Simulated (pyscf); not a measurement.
Thermochemistry of product channels of H₂N–SiH₂–NH₂ + NH [triplet] on the triplet surface, in kcal/mol, from ωB97M-D3(BJ)/def2-TZVP energies (ideal gas, 1 atm, RRHO with modes under 100 cm⁻¹ raised to 100, one conformer, R ln 2 for chiral ones without a mode under 150 cm⁻¹). PySCF, gas phase, ωB97X-D3(BJ)/def2-SVP geometries.

```json
[
 {"products": "H₂N–SiH•–NH₂ + NH₂•", "ΔE": "+0.6", "ΔH(298 K)": "+2.0", "ΔG(600 K)": "-1.7", "ΔG(900 K)": "-3.4"},
 {"products": "•HN–SiH(NH₂)–NH₂ + H•", "ΔE": "+1.4", "ΔH(298 K)": "-0.2", "ΔG(600 K)": "+2.8", "ΔG(900 K)": "+3.6"}
]
```

These are energies of the channels, which say nothing of barriers. •HN–SiH(NH₂)–NH₂ lies 16.4 kcal/mol over its isomer H₂N–Si•(NH₂)–NH₂ (electronic energy, ωB97M-D3(BJ)/def2-TZVP).
